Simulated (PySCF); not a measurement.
Excitation energies in several basis sets

C6H7 (charge +1).
Bonds: C1–C2 (double), C2–C3, C3–C4, C4–C5, C5–C6 (double), C1–C6. Hydrogens: H7 on C1; H8 on C2; H9 on C3; H10, H11 on C4; H12 on C5; H13 on C6.

TDDFT with PBE0 (PySCF), vertical singlets, core orbitals frozen in the response, spherical d and f functions. Isolated species at its PBE0-D3(BJ)/def2-SVP geometry, gas phase.

How do the low singlets change with the basis? Take 6-31G*, def2-SVP, 6-31+G*, aug-cc-pVDZ, def2-TZVP and def2-TZVPD.

| basis | functions | diffuse | S1 (eV) | S2 (eV) | S3 (eV) | S4 (eV) | S5 (eV) | LUMO (eV) | α (au) |
| --- | --- | --- | --- | --- | --- | --- | --- | --- | --- |
| 6-31G* | 98 | no | 4.26 | 5.18 | 5.48 | 5.81 | 7.17 | -8.40 | 55.5 |
| def2-SVP | 119 | no | 4.26 | 5.12 | 5.42 | 5.78 | 7.10 | -8.57 | 57.6 |
| 6-31+G* | 122 | yes | 4.23 | 5.16 | 5.46 | 5.77 | 7.15 | -8.49 | 60.1 |
| aug-cc-pVDZ | 201 | yes | 4.19 | 5.10 | 5.40 | 5.74 | 7.08 | -8.49 | 63.4 |
| def2-TZVP | 228 | no | 4.19 | 5.10 | 5.40 | 5.73 | 7.06 | -8.50 | 62.0 |
| def2-TZVPD | 285 | yes | 4.19 | 5.09 | 5.39 | 5.73 | 7.06 | -8.51 | 63.3 |

States are compared by their number. Against the largest diffuse basis here (def2-TZVPD, itself not a converged limit), sets without diffuse functions differ by up to 0.08 eV in S1 and 0.11 eV in S5; the smaller diffuse sets differ by up to 0.05 and 0.09 eV. State by state, the largest deviation of a set without diffuse functions is S1 0.08, S2 0.09, S3 0.08, S4 0.08, S5 0.11 eV. The same number needn't mean the same state in each row. Against def2-TZVPD the polarisability deviates by -12% in 6-31G*, -9% in def2-SVP, -5% in 6-31+G*, 0% in aug-cc-pVDZ, -2% in def2-TZVP. A single + in a Pople set puts diffuse functions on heavy atoms only.
